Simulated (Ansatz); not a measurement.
Geometry optimisation, UKS PBE-D4/def2-SVP in Ansatz 0.2.0.

The input (input.yaml):

```yaml
crystal:
  periodic: [false, false, false]
  atoms:
    - { symbol: B, position_ang: [0.085013, -0.256118, 0.004175] }
    - { symbol: H, position_ang: [-0.048177, -0.026935, 1.181276] }
    - { symbol: O, position_ang: [1.355372, -0.29083, -0.480879] }
    - { symbol: H, position_ang: [1.362991, -0.487332, -1.437276] }
    - { symbol: O, position_ang: [-0.97162, -0.481861, -0.841107] }
    - { symbol: H, position_ang: [-1.827422, -0.433786, -0.382378] }
    - { symbol: H, position_ang: [-0.166057, 0.178262, 3.029788] }
magnetization:
  spin_polarized: true
  initial_magnetization: 1
basis:
  gaussian: { orbitals: def2-SVP }
hamiltonian:
  xc: pbe
  dispersion: d4
relax:
  f_tol: 0.03
  max_steps: 50
```

Launched with:

```bash
$ ansatz run input.yaml --threads 1 --pin off --max-ram 2048MiB --backend cpu --events-out ev --progress --plain --runs-dir out
```

Problem. Where does it end, and by what steps?

Solution. It converged. The force dipped under the threshold on the way, but the program's further checks kept it going. After 8 steps the energy has fallen by 0.043 eV; H7 moved furthest, 0.89 Å.

```tsv
step	energy less start (eV)	largest force component (eV/Å)	accepted
0	0.0000	0.402	yes
1	-0.0087	0.117	yes
2	-0.0224	0.200	yes
3	-0.0303	0.329	yes
4	-0.0402	0.071	yes
5	-0.0410	0.081	yes
6	-0.0421	0.029	yes
7	-0.0427	0.020	yes
8	-0.0428	0.005	yes
```

```xyz
7
Properties=species:S:1:pos:R:3
B 0.108 -0.284 -0.141
H -0.013 -0.058 1.051
O 1.371 -0.319 -0.650
H 1.358 -0.506 -1.609
O -0.961 -0.500 -0.974
H -1.809 -0.451 -0.502
H -0.264 0.319 3.899
```

Whether the end is a true minimum wasn't checked by a vibrational analysis.

The run took 18 s on 1 thread of Arm Neoverse V2, on a shared host, peak memory 0.12 GiB.
